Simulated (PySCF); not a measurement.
## Mass spectrum arithmetic for formaldehyde

Species: formaldehyde, `C=O`.

All values are calculated from tables of isotopes.

Task: Find the molar and monoisotopic masses of CH2O.

Result: For CH2O, with standard atomic weights, 1 × 12.011 + 1 × 15.999 + 2 × 1.008 = 30.026 g/mol. From the most abundant isotopes (12C, 16O, 1H), 1 × 12.000000 + 1 × 15.994915 + 2 × 1.007825 = 30.0106 u.

Task: What cluster does the molecular ion M+• show when like nominal masses merge?

Result: 
```csv
nominal mass,m/z (centroid),relative intensity
30,30.0100,100.0
31,31.0135,1.1
32,32.0143,0.2
```

Lines under 0.1 % of the tallest are left out. One electron mass, 0.00055 u, is taken off. Abundances used (%; other tables differ somewhat): 12C 98.93, 13C 1.07; 16O 99.757, 17O 0.038, 18O 0.205; 1H 99.9885, 2H 0.0115.

Task: Protons, neutrons, electrons, and exact less nominal mass of the monoisotopic species?

Result: 16 protons, 14 neutrons and 16 electrons; 30.0106 − 30 = +0.0106 u.

Task: List the species in which a single atom is changed from its most abundant isotope.

Result: Intensity in % of the monoisotopic species:

| isotope | mass shift (u) | m/z | intensity (%) |
| --- | --- | --- | --- |
| 13C | +1.00335 | 31.0134 | 1.08 |
| 17O | +1.00422 | 31.0142 | 0.04 |
| 2H | +1.00628 | 31.0163 | 0.02 |
| 18O | +2.00425 | 32.0143 | 0.21 |

Species under 0.02 % are left out.

Task: Which m/z would the protonated, sodiated and deprotonated molecule have?

Result: [M+H]+ 31.0178, [M+Na]+ 52.9998, [M−H]− 29.0033, for the monoisotopic species (arithmetic only; whether such ions form is another matter).
